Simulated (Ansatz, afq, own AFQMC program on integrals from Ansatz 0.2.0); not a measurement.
## GeH₄F, doublet: AFQMC among the cluster methods

```
atom    x (Å)    y (Å)    z (Å)
  Ge  -0.5557   0.0000   0.0000
   H  -1.0672   1.4466   0.0000
   H  -1.0672  -0.7233   1.2528
   H  -1.0672  -0.7233  -1.2528
   H   1.3243   0.0000   0.0000
   F   2.2243   0.0000   0.0000
```

Connectivity, by distances: GeH3 ··· F, 1 bridging H.

Basis cc-pVTZ. Noble-gas cores (and the filled d shells of Ga–Kr and In–Xe) are frozen. Integrals, coupled cluster, full CI and functionals: Ansatz 0.2.0; the random walks run on the same integrals in our own AFQMC program. The CISD trial takes its coefficients from CCSD amplitudes. Released means that phaseless walkers are propagated on without the constraint, phases kept. Error bars are statistical, one sigma. No spin–orbit coupling.

Determinant: UHF, the one that the program's search chose, which needn't be the lowest solution. The geometry is a point of a scan.

No full CI on the walks' own integrals is used here. The released AFQMC energy serves as the reference, which it does only where one determinant dominates, the energy is flat over the last release times and near the phaseless one (40 meV or 2 meV an electron, half that with transition metals). On small molecules, where full CI could be run and the noise was under 10 meV, such values lay within 10 meV of it in 19 cases of 20, a flattering rate, since the rule was set on those same cases; what remains of the bias isn't in the error bar.

Cautions: no relativity below Rb; no spin-orbit coupling; inner d shell frozen; the released value is read at 0.99 1/Eh, later times being too noisy (meV from the phaseless value at times in 1/Eh: 1 ± 7 at 0.24, -9 ± 6 at 0.51, -8 ± 7 at 0.99, 1 ± 13 at 1.50).

- T1 diagnostic: 0.0116
- weight of the determinant in the CISD state: 0.881
- ⟨S²⟩ of the determinant: 0.757
- size of the correlated space: 15 electrons in 114 orbitals

```
  level  correlation energy (eV)
    MP2                 -10.6546
   CCSD                 -11.3650
CCSD(T)                 -11.6562
```

Estimate where AFQMC with the constraint released lies against CCSD(T) on the same integrals.

0.89 ± 0.27 mEh below CCSD(T).

Reference: AFQMC with the constraint released, correlation energy -11.681 ± 0.007 eV.

| level | E − E(reference) (mEh) | share of correlation (%) |
| --- | --- | --- |
| CCSD(T) | 0.89 ± 0.27 | 99.79 |
| ph-AFQMC/CISD | 0.31 ± 0.35 | 99.93 |

A walk keeps the symmetry of its determinant, which the program's search chose and which needn't be the lowest solution, so a lower state of the same spin and another symmetry isn't excluded. Released energies are given only where the last usable release times agree within the noise; a slower fall can still hide under it.
